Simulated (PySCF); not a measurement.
# Stationary points of CO(OH)

Level of theory: PySCF, PBE0, basis C def2-TZVP, O def2-TZVP, H def2-TZVP (no relativity, density fitting).

Relaxations began from a few typed shapes; open shells are unrestricted. The search is not exhaustive: other isomers or separated fragments can lie lower, and high-lying points may rest on an excited occupation.

| spin | group | bonds | angles | imaginary modes (cm⁻¹) | ΔE (kJ/mol) | ΔE with ZPE (kJ/mol) |
| --- | --- | --- | --- | --- | --- | --- |
| doublet | Cs | C–O 1.174 Å, C–O 1.330 Å, O–H 0.964 Å | C–O–H 108.6°, O–C–O 127.4° | none | 0.0 | 0.0 |
| doublet | Cs | C–O 1.179 Å, C–O 1.316 Å, O–H 0.975 Å | C–O–H 109.3°, O–C–O 130.9° | none | 6.5 | 5.4 |

The lowest minimum found is the doublet Cs: C–O 1.174 Å, C–O 1.330 Å, O–H 0.964 Å; C–O–H 108.6°, O–C–O 127.4°.
